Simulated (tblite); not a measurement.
Start geometry of `C=C1[CH]C1` [radical] from a force field or distance geometry (Å):
```
atom  x, y, z in Å
C1     1.4674    0.4086   -0.0501
C2     0.1865    0.0836   -0.1336
C3    -0.7646   -0.6116   -0.8408
C4    -1.0971    0.1412    0.3975
H5     1.8254    1.0238    0.7726
H6     2.1629    0.0831   -0.8039
H7    -0.7823   -1.6846   -0.9075
H8    -1.3192   -0.4729    1.2704
H9    -1.6654    1.0347    0.2702
```

Q: What comes out of this run: GFN2-xTB geometry optimisation, gas phase (tblite 0.8.0)?

A: 
```
atom  x, y, z in Å
C1     1.527    0.438   -0.046
C2     0.265   -0.014   -0.106
C3    -0.694   -0.819   -0.634
C4    -1.119    0.087    0.455
H5     1.815    1.198    0.659
H6     2.288    0.051   -0.701
H7    -1.004   -1.570   -1.316
H8    -1.332   -0.320    1.440
H9    -1.731    0.954    0.224
```

The energy falls by 0.485 eV over 43 L-BFGS steps, the largest force on an atom goes from 4.18 to 0.008 eV/Å, and the atoms move by 0.232 Å rms after alignment. The bond that changes most is C2–C4 (ends: carbon bonded to 3 C; carbon bonded to 2 C and 2 H), which lengthens by 0.107 Å. Bonds longer at the end by more than 0.005 Å: 3 of 9; shorter: 4. Among the angles that change most is C2–C3–H7, from 123.2° to 151.2°. Among the dihedrals that turn most is H7–C3–C4–H8, from 3° to 73°. Rotational constants go from 22912, 7581, 6010 to 22674, 7155, 5638 MHz. The orientation of the end geometry is arbitrary; only internal coordinates are fixed.

Hardware: one thread of an Arm Neoverse V2, no GPU, shared host with 32 logical CPUs at a one-minute load of 22. Cost: under 0.1 s of wall time.

Its GFN2-xTB frequencies are all real (lowest 300 cm⁻¹).

The numbers are calculated, not measured.
